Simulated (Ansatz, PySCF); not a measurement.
Dissociation curve of LiH, singlet.

UMP2 = Ansatz (a quantum-chemistry and plane-wave program) with MP2 on UHF/cc-pVQZ, frozen core; RHF/LANL2DZ = PySCF 2.14.0 with restricted Hartree-Fock/LANL2DZ; FCI = full CI/cc-pVQZ, frozen core (Ansatz).

Energies relative to the lowest point of each curve near equilibrium, in kJ/mol:

```tsv
R / Å	UMP2	RHF/LANL2DZ
1.22	74.5	88.7
1.26	56.5	68.6
1.35	27.1	35.1
1.52	2.3	4.3
1.73	4.6	2.6
1.85	15.0	12.0
2.16	55.8	53.7
3.14	198.8	213.5
3.54	210.3	269.8
4.70	218.2	395.2
5.48	218.9	454.0
6.35	219.1	499.3
```

Q: What does FCI give at the same points?

A: 1.22: 74.9; 1.26: 56.9; 1.35: 27.6; 1.52: 2.5; 1.73: 4.0; 1.85: 13.6; 2.16: 51.5; 3.14: 174.4; 3.54: 205.5; 4.70: 236.3; 5.48: 239.0; 6.35: 239.5 (kJ/mol).

The unrestricted determinant behind UMP2 is spin-contaminated at 2.40 to 6.35 Å (<S²> up to 1.0, against 0.00 for a pure singlet). The restricted form behind RHF/LANL2DZ keeps the bonding electrons paired and can't separate into open-shell fragments.
